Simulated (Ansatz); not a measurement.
System: PH3, charge 1, doublet. PH3+ (parent SMILES P, doublet).
B3LYP-D3(BJ)/def2-TZVP minimum from Ansatz (an electronic-structure program):
```xyz
4

P      0.0003     0.0005     0.0631
H     -0.0303     1.3480    -0.3258
H      1.1823    -0.6530    -0.3165
H     -1.1569    -0.7025    -0.3040
```
Charge +1, spin multiplicity 2.

Total energies in aug-cc-pV(T+d)Z, 7 correlated electrons, 5 frozen orbitals. UHF or UKS for unpaired electrons; spin-orbit terms are left out. Correlated methods leave the cores frozen. No relativity.

```csv
method,program,energy (Eh),minus CCSDT(Q) (mEh)
HF,Ansatz,-342.17619,163.74
MP2,Ansatz,-342.30779,32.14
CCSD,Ansatz,-342.33452,5.41
CCSD(T),Ansatz,-342.33897,0.96
CCSDT(Q),Ansatz,-342.33993,0.00
```
